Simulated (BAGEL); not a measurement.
**Si3H8 (trisilane) at 3 levels**

Aim: a comparison of 3 runs (HF/STO-3G, HF/3-21G, HF/6-31G*) of Si3H8 (trisilane). 

The results are computed with BAGEL 1.2.2.

1 further run of the same task is left out (set aside as unsound or not needed).

## 1. The molecule

The species is Si3H8 (11 atoms), meant as a singlet with charge 0. SMILES: `[SiH3][SiH2][SiH3]`. The Si1–Si2 distance was set to 2.689 Å, away from the relaxed value.

Bond lengths: Si2–Si3 2.338 Å, Si1–H4 1.488 Å, Si1–H5 1.488 Å, Si1–H6 1.488 Å, Si2–H7 1.490 Å, Si2–H8 1.490 Å, Si3–H9 1.488 Å, Si3–H10 1.488 Å, Si3–H11 1.488 Å. Some angles: Si2–Si3–H9 109.8°, Si2–Si3–H10 109.8°, Si2–Si3–H11 111.2°, Si3–Si2–H7 109.6°, Si3–Si2–H8 109.6°, H9–Si3–H10 108.5°, H9–Si3–H11 108.7°, H10–Si3–H11 108.7°, H7–Si2–H8 108.1°, H4–Si1–H5 108.7°. A long bond or contact: Si1–Si2 2.689 Å.

## 2. The energy at HF/STO-3G (density fitting with cc-pvqz-jkfit) (run 1)

hf.json

```json
{ "bagel": [

{
  "title": "molecule",
  "basis": "sto-3g",
  "df_basis": "cc-pvqz-jkfit",
  "angstrom": "true",
  "geometry": [
    { "atom": "Si", "xyz": [      -1.417083,       1.692868,      -0.559616 ] },
    { "atom": "Si", "xyz": [      -0.462570,      -0.807300,      -0.296320 ] },
    { "atom": "Si", "xyz": [       1.631930,      -0.774400,       0.742750 ] },
    { "atom": "H", "xyz": [      -2.750363,       1.693858,      -1.219466 ] },
    { "atom": "H", "xyz": [      -0.478543,       2.506578,      -1.378416 ] },
    { "atom": "H", "xyz": [      -1.547053,       2.326228,       0.780294 ] },
    { "atom": "H", "xyz": [      -0.343400,      -1.440160,      -1.640160 ] },
    { "atom": "H", "xyz": [      -1.410380,      -1.620800,       0.516390 ] },
    { "atom": "H", "xyz": [       1.515950,      -0.154940,       2.090430 ] },
    { "atom": "H", "xyz": [       2.583820,       0.031780,      -0.068050 ] },
    { "atom": "H", "xyz": [       2.179610,      -2.149160,       0.894770 ] }
  ]
},

{ "title": "hf" },

{ "title": "print", "file": "orbitals.molden", "orbitals": "true" }

]}
```

The run is started by

```
$ BAGEL_NUM_THREADS=1 BAGEL hf.json > hf.out
```

The log of the run:

```text
* using 1 threads per process

  ===============================================================
  ===============================================================

  *** Geometry ***

  { "atom" : "Si", "xyz" : [     -2.677899,      3.199057,     -1.057521 ] },
  { "atom" : "Si", "xyz" : [     -0.874131,     -1.525576,     -0.559964 ] },
  { "atom" : "Si", "xyz" : [      3.083901,     -1.463404,      1.403594 ] },
  { "atom" : "H", "xyz" : [     -5.197433,      3.200928,     -2.304457 ] },
  { "atom" : "H", "xyz" : [     -0.904315,      4.736746,     -2.604829 ] },
  { "atom" : "H", "xyz" : [     -2.923506,      4.395934,      1.474542 ] },
  { "atom" : "H", "xyz" : [     -0.648932,     -2.721508,     -3.099453 ] },
  { "atom" : "H", "xyz" : [     -2.665232,     -3.062868,      0.975836 ] },
  { "atom" : "H", "xyz" : [      2.864730,     -0.292794,      3.950340 ] },
  { "atom" : "H", "xyz" : [      4.882712,      0.060055,     -0.128596 ] },
  { "atom" : "H", "xyz" : [      4.118866,     -4.061324,      1.690870 ] },

  Number of auxiliary basis functions:      852

  Since a DF basis is specified, we compute 2- and 3-index integrals:
    o Being stored without compression. Storage requirement is 0.008 GB

  Number of basis functions:       35
  Number of electrons      :       50

    * METHOD: MOLECULE                             0.71

  *** RHF ***

  === Nuclear Repulsion ===
   183.6378305173

      * DIIS with orbital gradients will be used.

  === RHF iteration (sto-3g) ===
      0       -861.40931697          0.00563623           0.07
      1       -861.43117350          0.00128213           0.07
      2       -861.43234931          0.00025381           0.07
      3       -861.43240008          0.00002020           0.07
      4       -861.43240036          0.00000532           0.07
      5       -861.43240039          0.00000109           0.07
      6       -861.43240039          0.00000019           0.07
      7       -861.43240039          0.00000002           0.07
      8       -861.43240039          0.00000000           0.07
    * SCF iteration converged.

    * Permanent dipole moment:
           (    0.024405,     0.066485,     0.017535) a.u.

    * METHOD: HF                                   0.77

    * METHOD: PRINT                                0.00

  ===============================================================
```

It took 1.6 s on 1 thread of Arm Neoverse V2, shared host.

## 3. The energy at HF/3-21G (density fitting with cc-pvqz-jkfit) (run 2)

input.json

```json
{ "bagel" : [

{
  "title" : "molecule",
  "basis" : "3-21g",
  "df_basis" : "cc-pvqz-jkfit",
  "angstrom" : true,
  "geometry" : [
    { "atom" : "Si", "xyz" : [   -1.417083,    1.692868,   -0.559616 ] },
    { "atom" : "Si", "xyz" : [   -0.462570,   -0.807300,   -0.296320 ] },
    { "atom" : "Si", "xyz" : [    1.631930,   -0.774400,    0.742750 ] },
    { "atom" : "H", "xyz" : [   -2.750363,    1.693858,   -1.219466 ] },
    { "atom" : "H", "xyz" : [   -0.478543,    2.506578,   -1.378416 ] },
    { "atom" : "H", "xyz" : [   -1.547053,    2.326228,    0.780294 ] },
    { "atom" : "H", "xyz" : [   -0.343400,   -1.440160,   -1.640160 ] },
    { "atom" : "H", "xyz" : [   -1.410380,   -1.620800,    0.516390 ] },
    { "atom" : "H", "xyz" : [    1.515950,   -0.154940,    2.090430 ] },
    { "atom" : "H", "xyz" : [    2.583820,    0.031780,   -0.068050 ] },
    { "atom" : "H", "xyz" : [    2.179610,   -2.149160,    0.894770 ] }
  ]
},
{
  "title" : "hf"
},
{
  "title" : "print",
  "file" : "orbitals.molden",
  "orbitals" : true
}

]}
```

The run is started by

```
$ BAGEL_NUM_THREADS=1 BAGEL input.json > input.out
```

The log of the run:

```text
* using 1 threads per process

  ===============================================================
  ===============================================================

  *** Geometry ***

  { "atom" : "Si", "xyz" : [     -2.677899,      3.199057,     -1.057521 ] },
  { "atom" : "Si", "xyz" : [     -0.874131,     -1.525576,     -0.559964 ] },
  { "atom" : "Si", "xyz" : [      3.083901,     -1.463404,      1.403594 ] },
  { "atom" : "H", "xyz" : [     -5.197433,      3.200928,     -2.304457 ] },
  { "atom" : "H", "xyz" : [     -0.904315,      4.736746,     -2.604829 ] },
  { "atom" : "H", "xyz" : [     -2.923506,      4.395934,      1.474542 ] },
  { "atom" : "H", "xyz" : [     -0.648932,     -2.721508,     -3.099453 ] },
  { "atom" : "H", "xyz" : [     -2.665232,     -3.062868,      0.975836 ] },
  { "atom" : "H", "xyz" : [      2.864730,     -0.292794,      3.950340 ] },
  { "atom" : "H", "xyz" : [      4.882712,      0.060055,     -0.128596 ] },
  { "atom" : "H", "xyz" : [      4.118866,     -4.061324,      1.690870 ] },

  Number of auxiliary basis functions:      852

  Since a DF basis is specified, we compute 2- and 3-index integrals:
    o Being stored without compression. Storage requirement is 0.021 GB

  Number of basis functions:       55
  Number of electrons      :       50

    * METHOD: MOLECULE                             0.71

  *** RHF ***

  === Nuclear Repulsion ===
   183.6378305173

      * DIIS with orbital gradients will be used.

  === RHF iteration (3-21g) ===
      0       -866.75375162          0.00717261           0.12
      1       -866.78567977          0.00185663           0.12
      2       -866.78761747          0.00026627           0.12
      3       -866.78767367          0.00004076           0.12
      4       -866.78767541          0.00000789           0.12
      5       -866.78767547          0.00000212           0.12
      6       -866.78767548          0.00000050           0.12
      7       -866.78767548          0.00000006           0.12
      8       -866.78767548          0.00000001           0.12
      9       -866.78767548          0.00000000           0.12
    * SCF iteration converged.

    * Permanent dipole moment:
           (    0.004607,     0.000268,     0.002272) a.u.

    * METHOD: HF                                   1.36

    * METHOD: PRINT                                0.01

  ===============================================================
```

Wall time 2.2 s (1 thread of Arm Neoverse V2, shared host); peak memory 0.13 GiB.

## 4. A single-point energy at HF/6-31G(d) (density fitting with cc-pvqz-jkfit, spherical functions) (run 3)

input.json

```json
{ "bagel" : [

{
  "title" : "molecule",
  "basis" : "6-31gs.json",
  "df_basis" : "cc-pvqz-jkfit",
  "angstrom" : true,
  "geometry" : [
    { "atom" : "Si", "xyz" : [      -1.417083,       1.692868,      -0.559616 ] },
    { "atom" : "Si", "xyz" : [      -0.462570,      -0.807300,      -0.296320 ] },
    { "atom" : "Si", "xyz" : [       1.631930,      -0.774400,       0.742750 ] },
    { "atom" : "H", "xyz" : [      -2.750363,       1.693858,      -1.219466 ] },
    { "atom" : "H", "xyz" : [      -0.478543,       2.506578,      -1.378416 ] },
    { "atom" : "H", "xyz" : [      -1.547053,       2.326228,       0.780294 ] },
    { "atom" : "H", "xyz" : [      -0.343400,      -1.440160,      -1.640160 ] },
    { "atom" : "H", "xyz" : [      -1.410380,      -1.620800,       0.516390 ] },
    { "atom" : "H", "xyz" : [       1.515950,      -0.154940,       2.090430 ] },
    { "atom" : "H", "xyz" : [       2.583820,       0.031780,      -0.068050 ] },
    { "atom" : "H", "xyz" : [       2.179610,      -2.149160,       0.894770 ] }
  ]
},

{ "title" : "hf" },

{ "title" : "print", "file" : "orbitals.molden", "orbitals" : true }

]}
```

The basis set 6-31G* is read from a file made from the Basis Set Exchange's data (not shown).

The run is started by

```
$ BAGEL_NUM_THREADS=1 BAGEL input.json > input.out
```

The log of the run:

```text
* using 1 threads per process

  ===============================================================
  ===============================================================

  *** Geometry ***

  { "atom" : "Si", "xyz" : [     -2.677899,      3.199057,     -1.057521 ] },
  { "atom" : "Si", "xyz" : [     -0.874131,     -1.525576,     -0.559964 ] },
  { "atom" : "Si", "xyz" : [      3.083901,     -1.463404,      1.403594 ] },
  { "atom" : "H", "xyz" : [     -5.197433,      3.200928,     -2.304457 ] },
  { "atom" : "H", "xyz" : [     -0.904315,      4.736746,     -2.604829 ] },
  { "atom" : "H", "xyz" : [     -2.923506,      4.395934,      1.474542 ] },
  { "atom" : "H", "xyz" : [     -0.648932,     -2.721508,     -3.099453 ] },
  { "atom" : "H", "xyz" : [     -2.665232,     -3.062868,      0.975836 ] },
  { "atom" : "H", "xyz" : [      2.864730,     -0.292794,      3.950340 ] },
  { "atom" : "H", "xyz" : [      4.882712,      0.060055,     -0.128596 ] },
  { "atom" : "H", "xyz" : [      4.118866,     -4.061324,      1.690870 ] },

  Number of auxiliary basis functions:      852

  Since a DF basis is specified, we compute 2- and 3-index integrals:
    o Being stored without compression. Storage requirement is 0.033 GB

  Number of basis functions:       70
  Number of electrons      :       50

    * METHOD: MOLECULE                             0.78

  *** RHF ***

  === Nuclear Repulsion ===
   183.6378305173

      * DIIS with orbital gradients will be used.

  === RHF iteration (6-31gs.json) ===
      0       -871.30578781          0.00864579           0.16
      1       -871.36083065          0.00258717           0.15
      2       -871.36583340          0.00048446           0.15
      3       -871.36601410          0.00008429           0.15
      4       -871.36602189          0.00001297           0.15
      5       -871.36602212          0.00000321           0.15
      6       -871.36602213          0.00000071           0.15
      7       -871.36602213          0.00000013           0.15
      8       -871.36602213          0.00000003           0.15
      9       -871.36602213          0.00000001           0.15
    * SCF iteration converged.

    * Permanent dipole moment:
           (    0.011988,     0.020554,     0.007619) a.u.

    * METHOD: HF                                   1.78

    * METHOD: PRINT                                0.01

  ===============================================================
```

It took 2.7 s on 1 thread of Arm Neoverse V2, shared host; peak memory 0.15 GiB.

## 5. All runs side by side

| run | level | energy (Eh) | dipole moment (D) | HOMO energy (eV) | LUMO energy (eV) | wall time |
| --- | --- | --- | --- | --- | --- | --- |
| 1 | HF/STO-3G (density fitting with cc-pvqz-jkfit) | -861.432400 | 0.19 | -7.07 | 7.59 | 1.6 s |
| 2 | HF/3-21G (density fitting with cc-pvqz-jkfit) | -866.787675 | 0.01 | -9.89 | 2.38 | 2.2 s |
| 3 | HF/6-31G* (density fitting with cc-pvqz-jkfit, spherical functions) | -871.366022 | 0.06 | -9.81 | 2.56 | 2.7 s |

## 6. Summary of results

```
            quantity          value
 run 3: total energy  -871.36602 Eh
run 3: dipole moment         0.06 D
  run 3: HOMO energy       -9.81 eV
  run 3: LUMO energy        2.56 eV
run 3: HOMO–LUMO gap       12.37 eV
```

**Reading.** The dipole moment (its size) runs from 0.01 D (HF/3-21G) to 0.19 D (HF/STO-3G). The HOMO–LUMO gap runs from 12.26 eV (HF/3-21G) to 14.66 eV (HF/STO-3G). In run 1 the basis is minimal, so the values are rough. All runs together took 6.6 s, the longest 2.7 s.
